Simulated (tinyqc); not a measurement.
Worked calculation: UHF in the sto-6g basis, for HF, spin multiplicity 1. This run ends on a higher stationary point, not on the lowest solution. Computed by tinyqc, a small Python program that keeps every step (integrals from PySCF). Settings: charge = 0, multiplicity = 1, basis = sto-6g, energy threshold = 1e-08, iteration cap = 57, orthogonalisation = canonical, start = Wolfsberg-Helmholz matrix, DIIS depth = 8, method = UHF, break = 0.4. Command: `OMP_NUM_THREADS=1 python tinyqc.py 24929 24930 out.jsonl` (the two numbers bound the seeds that draw the settings). One thread of a shared host (Intel(R) Xeon(R) Processor @ 2.60GHz), about 0.2 s of CPU time with the checks.

Geometry (angstrom):
```
atom        x        y        z
F     0.00000  0.00000  0.00000
H     0.00000  0.00000  1.57100
```

Stop when the energy changes by less than 1e-08 hartree and every element of the error matrix X^T (F D S - S D F) X (for each spin) is below 3e-05.

Course of the cycle:
```
iteration  E (hartree)     change  largest element of the error matrix
1          -98.7822452          -                             2.88e-01
2          -99.2985760  -5.16e-01                             7.68e-02
3          -99.3150398  -1.65e-02                             2.33e-02
4          -99.3178392  -2.80e-03                             1.28e-02
5          -99.3194764  -1.64e-03                             1.38e-02
6          -99.3170338   2.44e-03                             1.67e-03
7          -99.3170376  -3.87e-06                             1.59e-04
8          -99.3170376   1.62e-08                             5.10e-06
9          -99.3170376  -7.93e-11                             1.56e-07
```

Can the last value be used, and what does the course show?

No, though the log alone does not show it. Converged in 9 iterations. But the solution lies 0.08028 hartree above the reference: it is another stationary point, not the lowest one. Reruns (cap 100 unless said): damping 0.5: converged in 50; level shift 0.5: converged in 30; atomic densities as start, DIIS 8: converged in 7 to a higher stationary point. PySCF UHF in the same basis, after a stability check = -99.3973141 hartree.
